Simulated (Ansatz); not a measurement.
Cuprite Cu2O: LDA at its full settings (plane-wave cutoff 520 eV, 8×8×8 k mesh, Fermi–Dirac smearing 0.01 eV, no spin polarisation, scalar-relativistic PAW data made under PBE) and at cheaper ones, in a cell of 6 atoms with Γ-centred meshes.

```
level and setting             lattice parameter a (Å)  bulk modulus (GPa)
----------------------------  -----------------------  ------------------
LDA (Ansatz)                                    4.167                 148
LDA (Γ point alone) (Ansatz)                    4.367                 115
LDA (2×2×2 k mesh) (Ansatz)                       [?]                 [?]
LDA (4×4×4 k mesh) (Ansatz)                     4.169                 148
```

Task: Some entries are withheld; supply them.

Result: 
- LDA (2×2×2 k mesh) (Ansatz, a first-principles code), lattice parameter a (Å): 4.192
- LDA (2×2×2 k mesh) (Ansatz), bulk modulus (GPa): 144

Largest shifts from the full settings: lattice constant a +4.80 % (LDA (Γ point alone)), against a difference of -2.55 % of the full result from the reference 4.276 Å (measured, 15 K, no zero-point or thermal correction; as tabulated in Rimmer et al. (2014), arXiv:1402.1026); bulk modulus -22 % (LDA (Γ point alone)), against a difference of +40 % of the full result from the reference 106 GPa (measured, 4 K, no zero-point or thermal correction, pulse echo; as tabulated in Rimmer et al. (2014), arXiv:1402.1026).

Ansatz's density-functional and Hartree–Fock values are scalar-relativistic unless marked +SOC, with PAW data made under PBE.

Run with cheap settings on purpose, which may leave them unconverged: LDA (2×2×2 k mesh), LDA (4×4×4 k mesh), LDA (Γ point alone).
